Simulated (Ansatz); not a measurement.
# B2H (doublet): from Hartree-Fock to the top rungs at distance B1–B2 = 2.884 Å, 6-31G

How much of the correlation energy of B2H (doublet) does each wave-function method recover here?

Computed with Ansatz 0.2.0, Gaussian basis. Level: 6-31G, core rule «outside noble gas», up to 2 orbitals frozen.

To be run: UHF; CCSD(T) on ROHF; CCSD(T) on UHF; BCCD(T) on ROHF; CISD; CCSDT(Q) on ROHF; CCSDT(Q) on UHF; CISDTQ; CCSDTQ on ROHF; CCSDTQ on UHF; CASSCF and MRCISD+Q, 3 electrons in 3 orbitals; CASSCF and NEVPT2, 3 electrons in 3 orbitals; CASSCF and MRCISD+Q, 7 electrons in 9 orbitals; CASSCF and MRCISD+Q(relaxed), 7 electrons in 9 orbitals; CASSCF and NEVPT2, 7 electrons in 9 orbitals; Full CI; Full CI in the symmetry of the determinant.

13 further runs of the same task are left out: 10 that didn't finish, 3 set aside as unsound or not needed.

## Step 1: The geometry

The geometry derives from a PBE0/def2-TZVP stationary point (not a proven minimum). One bond is set to the value named and the two fragments are kept rigid.

3 atoms, charge 0, spin multiplicity 2.

Atoms are counted from 1 here; the program's logs count them from 0.

Bond lengths: B1–H3 1.177 Å.

## Step 2: UHF

Contents of in.yaml:

```yaml
crystal:
  periodic: [false, false, false]
  atoms:
    - {symbol: B, position_ang: [0.000000, 0.000000, 0.568852]}
    - {symbol: B, position_ang: [0.000000, 0.000000, -2.315148]}
    - {symbol: H, position_ang: [0.000000, 0.000000, 1.746296]}
basis:
  gaussian: {orbitals: 6-31G}
magnetization: {spin_polarized: true, initial_magnetization: 1}
hamiltonian: {xc: hf}
output: {orbitals: {seedname: orbitals}}
```

Started as:

```console
$ ansatz run in.yaml --threads 1 --pin off --events-out ev --progress --plain --max-ram 2393MiB
```

The runs that follow: CCSD(T) on ROHF; CCSD(T) on UHF; BCCD(T) on ROHF; CISD; CCSDT(Q) on ROHF; CCSDT(Q) on UHF; CISDTQ; CCSDTQ on ROHF; CCSDTQ on UHF; CASSCF and MRCISD+Q, 3 electrons in 3 orbitals; CASSCF and NEVPT2, 3 electrons in 3 orbitals; CASSCF and MRCISD+Q, 7 electrons in 9 orbitals; CASSCF and MRCISD+Q(relaxed), 7 electrons in 9 orbitals; CASSCF and NEVPT2, 7 electrons in 9 orbitals; Full CI; Full CI in the symmetry of the determinant.

**Question.** What will the summary of the whole plan be? Wanted: FCI below the RHF energy; RMP2 from FCI; UMP2 from FCI; RCCSD from FCI; RCCSD(T) from FCI; UCCSD(T) from FCI; RCCSDT(Q) from FCI; UCCSDT(Q) from FCI; NEVPT2 pair from FCI.

The runs gave:

| quantity | value |
| --- | --- |
| FCI below the RHF energy | -3.0207 eV |
| RMP2 from FCI | +30.09 kcal/mol |
| UMP2 from FCI | +31.88 kcal/mol |
| RCCSD from FCI | +3.32 kcal/mol |
| RCCSD(T) from FCI | +1.71 kcal/mol |
| UCCSD(T) from FCI | +1.84 kcal/mol |
| RCCSDT(Q) from FCI | -0.01 kcal/mol |
| UCCSDT(Q) from FCI | -0.04 kcal/mol |
| NEVPT2 pair from FCI | +26.42 kcal/mol |
| MRCISD+Q pair from FCI | +0.40 kcal/mol |
| NEVPT2 valence from FCI | +5.70 kcal/mol |
| levels within 1 kcal/mol (43 meV) | RCCSDT, UCCSDT, CISDTQ, RCCSDT(Q), UCCSDT(Q), RCCSDTQ, UCCSDTQ, MRCISD+Q pair, MRCISD valence, MRCISD+Q valence, MRCISD+Q(relaxed) valence |
| T1 diagnostic | 0.059 |
| effectively unpaired electrons | 1.34 |

In words: RCCSD(T) lands +1.71 kcal/mol from the yardstick (2.4 % of the correlation energy). MRCISD+Q(relaxed) valence falls below full CI: the +Q correction isn't variational, and the cores differ from full CI's. The occupations show some static correlation. Of the multireference levels listed MRCISD+Q(relaxed) valence comes nearest in total energy (-0.12 kcal/mol), which doesn't show that its space is the better one. These misses are within one basis, not against nature; the frozen cores of restricted and unrestricted runs differ, which can shift their rows.
